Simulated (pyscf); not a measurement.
Elementary routes open to `[GeH3][O][GeH3]` + `[ClH]` in the gas phase (singlet surface):
A. `[Cl][GeH2][O][GeH3]` + `[H][H]` (Ge–H, Cl–H broken; Cl–Ge, H–H formed)
B. `[Cl][GeH3]` + `[OH][GeH3]` (Ge–O, Cl–H broken; Cl–Ge, H–O formed)

Structures and frequencies: ωB97X-D3(BJ)/def2-SVP in PySCF.

Question: Rank the routes by free-energy barrier at 900 K, lowest first, for ωB97M-D3(BJ)/def2-TZVP energies (ideal gas, 1 atm, RRHO with modes under 100 cm⁻¹ raised to 100, one conformer, R ln 2 for chiral ones without a mode under 150 cm⁻¹).

Answer: B (39.9 kcal/mol), A (62.3 kcal/mol)

Route B is the fastest of these, ahead of the next by 22.3 kcal/mol. The most stable products are those of A (ΔG = -12.5 kcal/mol), whose barrier is 22.3 kcal/mol higher: the kinetic and the thermodynamic product differ. At 298 K B is still the fastest. B: On the reactant side the descent ends in a complex, 6.9 kcal/mol under the separated species and 12.3 kcal/mol under the saddle at ωB97X-D3(BJ)/def2-TZVP. On the product side the descent ends in a complex, 5.4 kcal/mol under the separated species and 20.6 kcal/mol under the saddle at ωB97X-D3(BJ)/def2-TZVP. Only these routes are compared; each barrier is that of the saddle found, and lower ones may exist. Elements up to Kr have no core potential and no relativistic terms here.
